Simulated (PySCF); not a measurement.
Compound: C₄H₄FN (charge +1 and doublet state).
Z-matrix (Å and degrees, GFN2-xTB geometry), rows numbered from 1:
```
F 
C   1  1.2985
C   2  1.3686  1  121.43
C   3  1.4263  2  123.01  1     1.07
C   4  1.5697  3  118.95  2  -149.21
N   5  1.2168  4   62.81  3  -104.78
H   2  1.0856  1  114.06  3   179.94
H   3  1.0827  2  117.74  1   179.84
H   4  1.0869  3  118.46  2     3.29
H   5  1.0681  4  142.62  6  -179.28
```

The hyperfine couplings belong to this conformer and change with its torsions.

As a line formula: `C1[C@H](N=1)[CH][CH+]F` [radical] (charge +1).

Method: PySCF, UKS B3LYP, pcH-1 on C F H N, non-relativistic, mean-field spin-orbit, GIAO. One conformer (not necessarily the lowest) at the GFN2-xTB geometry, without solvent, vibrations or thermal averaging. Couplings are sensitive to structure, and on GFN2-xTB geometries they can be far from those on DFT ones, by a factor of two or more for some ions and for spin on atoms past the first row. No stability test was run, so a lower SCF solution isn't excluded.

Question: Give the isotropic g value and a_iso(19F) at F1.

Answer: g_iso = 2.00344 and a = +81.05 MHz, or +2.891 mT (Mulliken spin population +0.07).

Question: For one electron spin and this one nucleus (I = 1/2, g_N = 5.2577), compare first-order, second-order and exact resonance fields at 9.466 GHz.

Answer: B0 = hν/(g μB) = 337.581 mT and a/B0 = 0.0086. B(1) = B0 − a·mI, B(2) = B(1) − a²[I(I+1) − mI²]/(2B0); the exact values solve the Breit–Rabi equation, nuclear Zeeman term included.

```tsv
mI	first order (mT)	second order (mT)	exact (mT)	exact − first order
−1/2	339.026	339.020	339.020	-0.006
+1/2	336.136	336.130	336.130	-0.006
```

Question: What g and a would be read from the two outer exact lines by first-order rules?

Answer: Their midpoint, 337.575 mT, gives an apparent g of 2.00348 (true 2.00344), and their distance over 2I an apparent |a| of 2.891 mT (true 2.891).

Other couplings of abundant isotopes, left aside here: 1 × 1H 40 MHz, 1 × 1H 29 MHz, 1 × 14N 16 MHz, 1 × 1H 12 MHz, 1 × 1H 9 MHz.

The run took 24 s wall (with the writing of density and orbital grids) on an Arm Neoverse V2 with one thread, shared host, and the process peaked at 0.66 GiB of memory.
